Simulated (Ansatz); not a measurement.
Breaking a bond: Li2, singlet.

Level of theory: full CI/aug-cc-pVDZ, frozen core run with Ansatz (a quantum-chemistry and plane-wave program).

Question: Relative to R = 2.74 Å, what are the energies at R = 3.40, 5.49, 6.10, 7.49 Å?

Answer: 20.4 kJ/mol at 3.40 Å, 87.0 kJ/mol at 5.49 Å, 91.3 kJ/mol at 6.10 Å, 94.1 kJ/mol at 7.49 Å.
